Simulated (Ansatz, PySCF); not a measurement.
Species: NO (charge -1, singlet). 
Geometry from a B3LYP-D3(BJ)/def2-TZVP (Ansatz, a first-principles code) optimisation:
```xyz
2

N      0.0000     0.0000    -0.6716
O      0.0000     0.0000     0.5876
```
Charge -1, spin multiplicity 1.

Total electronic energies in hartree. Valence correlation only, unless marked. No spin-orbit coupling. No relativistic terms. CBS(X,Y): correlation extrapolated as X^-3; Hartree-Fock from the larger set. [CCSD(T)-MP2]/basis is that difference in the basis named. The program attaches cautions to a run behind CCSDT/cc-pVDZ: other roots.

The Hartree-Fock reference is unstable (checked in the largest basis), which strains HF and MP2. 

```json
[
 {"level": "HF/aug-cc-pVTZ", "program": "Ansatz", "energy (Eh)": "-129.21134"},
 {"level": "HF/def2-TZVPD", "program": "PySCF", "energy (Eh)": "-129.21123"},
 {"level": "RI-HF/aug-cc-pVQZ", "program": "Ansatz", "energy (Eh)": "-129.21925"},
 {"level": "RI-HF/def2-QZVPPD", "program": "Ansatz", "energy (Eh)": "-129.21815"},
 {"level": "revPBE-D3(BJ)/def2-TZVPD", "program": "Ansatz + dftd3", "energy (Eh)": "-129.87006"},
 {"level": "TPSS/def2-TZVPD", "program": "PySCF", "energy (Eh)": "-129.91734"},
 {"level": "M06-L-D4/def2-TZVPD", "program": "PySCF + dftd4", "energy (Eh)": "-129.87146"},
 {"level": "B3LYP-D3(BJ)/def2-TZVPD", "program": "Ansatz + dftd3", "energy (Eh)": "-129.90378"},
 {"level": "r2SCAN0/def2-TZVPD", "program": "Ansatz", "energy (Eh)": "-129.80023"},
 {"level": "LC-wPBE-D3(BJ)/def2-TZVPD", "program": "Ansatz + dftd3", "energy (Eh)": "-129.81758"},
 {"level": "LC-wPBE-D4/def2-TZVPD", "program": "Ansatz + dftd4", "energy (Eh)": "-129.81785"},
 {"level": "B2GP-PLYP-D4/def2-TZVPD", "program": "Ansatz + dftd4", "energy (Eh)": "-129.78873"},
 {"level": "MP2/aug-cc-pVDZ", "program": "Ansatz", "energy (Eh)": "-129.55686"},
 {"level": "MP2/cc-pVTZ", "program": "Ansatz", "energy (Eh)": "-129.62138"},
 {"level": "RI-MP2/def2-TZVPPD", "program": "Ansatz", "energy (Eh)": "-129.64665"},
 {"level": "RI-MP2/def2-QZVPPD", "program": "Ansatz", "energy (Eh)": "-129.68648"},
 {"level": "CCSD/6-31G*", "program": "Ansatz", "energy (Eh)": "-129.47740"},
 {"level": "CCSD/cc-pVDZ", "program": "Ansatz", "energy (Eh)": "-129.48659"},
 {"level": "CCSD/aug-cc-pVQZ", "program": "Ansatz", "energy (Eh)": "-129.69384"},
 {"level": "CCSD/cc-pV5Z", "program": "Ansatz", "energy (Eh)": "-129.69508"},
 {"level": "CCSDT/cc-pVDZ", "program": "Ansatz", "energy (Eh)": "-129.50460"},
 {"level": "RI-MP2/CBS(aug-cc-pVTZ,aug-cc-pVQZ)+[CCSD(T)-MP2]/aug-cc-pVTZ", "program": "Ansatz", "energy (Eh)": "-129.7432"},
 {"level": "CCSD(T)/CBS(aug-cc-pVTZ,aug-cc-pVQZ)", "program": "Ansatz", "energy (Eh)": "-129.7381"}
]
```

Totals of different functionals don't rank their quality; only differences between species are comparable.
